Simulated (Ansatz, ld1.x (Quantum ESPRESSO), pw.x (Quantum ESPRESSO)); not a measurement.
**Rb: one change to the TM potential, in the atom and in the bcc crystal**

rubidium (Rb), norm-conserving Troullier–Martins (Kleinman–Bylander form), made with ld1.x (Quantum ESPRESSO) 7.5 (PBEsol, scalar-relativistic). Core [Kr], reference 4d1 5s0 5p0. Waves: 5s (bound, empty): rc 3.90 bohr; 5p (bound, empty): rc 4.20 bohr; 4d (bound): rc 4.20 bohr. Local part: all-electron potential smoothed inside 3.60 bohr (lloc = -1). Core correction: a·sin(br)/r model core, default radius (core density twice the valence density).

Change: wave 4d (bound): rc 4.20 bohr becomes 4d (bound): rc 5.46 bohr.

Cutoffs, loose and tight: the cutoffs (Ry, on a coarse ladder) from which the occupation-weighted sum of valence levels, in a spherical-Bessel basis at the reference potential, stays within 10 and 1 mRy of its value at 400 Ry. They do not see the model core or the augmentation charge, which bear on the density cutoff. Test errors are all-electron minus pseudo excitation energies from the reference, over the configurations 4d0 5s1 5p0; 4d0 5s0.5 5p0; 4d0 5s0 5p1; 4d0.5 5s0.5 5p0; variants that change the core or the reference have their own tests.

Crystal test: bcc Rb in pw.x 7.5, no spin, 8³ k-points, Fermi–Dirac smearing 0.01 Ry, cutoffs set for each file from its atomic test. The reference is all-electron LAPW (Ansatz 0.2.0) with the same functional, mesh and smearing; V0 and B0 come from Birch–Murnaghan fits to the pressures at five volumes. Errors are pseudo minus all-electron; Δ is the rms difference of the E(V) curves that follow from these fits, minima aligned, over ±6 % about the mean V0. Mesh and smearing are coarse, so the numbers serve the comparison and aren't converged zero-temperature values; the lattice is a test structure that the element need not adopt.

All-electron: a0 = 5.579 Å (V0 = 86.80 Å³/atom), B0 = 2.9 GPa.

Problem. Does the change bring the crystal closer to the all-electron result?

Solution. The mean pressure error goes from -0.08 to -0.04 GPa, so the change moves the solid closer to the all-electron pressures.

| quantity | base | changed |
| --- | --- | --- |
| outcome (atom) | generated | generated |
| cutoff, loose (atom) | 6 Ry | 6 Ry |
| cutoff, tight (atom) | 8 Ry | 6 Ry |
| bound ghosts (atom) | none | none |
| largest test error (meV) (atom) | +15 | +8.6 |
| cutoffs in pw.x (Ry) | 50/200 | 50/200 |
| a0 (Å) | 5.532 | 5.554 |
| a0 error (%) | -0.83 | -0.44 |
| B0 error (%) | +11.6 | +9.7 |
| Δ (meV/atom) | 1.4 | 0.7 |
| mean pressure error (GPa) | -0.08 | -0.04 |

Base: This is a poor potential for the solid. The logarithmic derivative shows an extra or strongly shifted pseudo pole above the reference energy (s near 0.70 Ry, p near 1.71 Ry). Changed file: The largest radius (5.46 bohr) exceeds half the bond length (4.57 bohr), so the spheres overlap, which is one possible source of error among others. The logarithmic derivative shows an extra or strongly shifted pseudo pole above the reference energy (s near 0.49 Ry). The atomic cutoffs weigh occupied waves only.
